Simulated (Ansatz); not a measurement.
Elastic constant C44 of some hcp solids

Method: PBEsol (Ansatz, a quantum-chemistry and plane-wave program, PAW). References are measured values at low temperature.

Values in GPa.

```csv
solid,reference,PBEsol,error (%)
hcp Mg,18.4¶,19.3,+4.9
hcp Be,166¶,170,+2.4
hcp Ti,51,43.0,-15.7
hcp Zr,36.3,22.2,-39
hcp Y,26.9¶,26.4,-1.9
hcp Os,269¶,278,+3.3
hcp Zn,45.9§¶,43.2,-5.9
```

Over these 7 solids the mean error is -7.4 %, the mean absolute error 10.4 % (median 4.9 %), and the worst case hcp Zr at -39 %; the value is too low in 4 of 7 cases.

All these references are low-temperature values that still hold zero-point motion.

Spin–orbit coupling is left out, also for the solids with elements from indium on (hcp Os); its size isn't shown.

§ marks references from which a value of another source on file, of any temperature and not printed here, differs by over 15 %.

¶ marks references of a special kind: hcp Mg, 18.4 GPa (measured, 0 K, extrapolated to 0 K; zero-point effects included; as tabulated in Ibrahim et al. (2023), arXiv:2305.03577); hcp Be, 166 ± 0.5 GPa (measured, 0 K, extrapolated to 0 K; as tabulated in Elastic Constants of Single Crystal Beryllium, J. Appl. Phys., doi …); hcp Y, 26.9 ± 0.06 GPa (measured, 0 K, extrapolated to 0 K; as tabulated in Elastic Constants of Yttrium Single Crystals in the Temperature Range 4.2-400 K); hcp Os, 269 GPa (measured, 0 K, extrapolated to 0 K (read from the set's bulk modulus against, 405 at 300 K); as tabulated in Liu et al. (2023), arXiv:2002.00005); hcp Zn, 45.9 GPa (measured, 0 K, extrapolated to 0 K; zero-point effects included; as tabulated in Galib et al. (2023), arXiv:2209.08184).

Differences are worked out from the printed values.

Each level is taken at its own relaxed cell. Ansatz's density-functional and Hartree–Fock values are scalar-relativistic unless marked +SOC, with PAW data made under PBE.

Ansatz's runs of these crystals have no spin polarisation.

Not in this set, of the hcp solids with a reference value in our tables and a result at some level: 6 for a reference at room or unstated temperature. These can be a level's best or worst cases. Solids without a released value at any level aren't counted. Layered and molecular crystals are counted apart. The metals Ce to Yb are counted apart.

References as tabulated in Ibrahim et al. (2023), arXiv:2305.03577; Elastic Constants of Single Crystal Beryllium, J. Appl. Phys., doi …; Ferrari et al. (2019), arXiv:1905.01197; Clouet (2012), arXiv:1210.1082 and others.
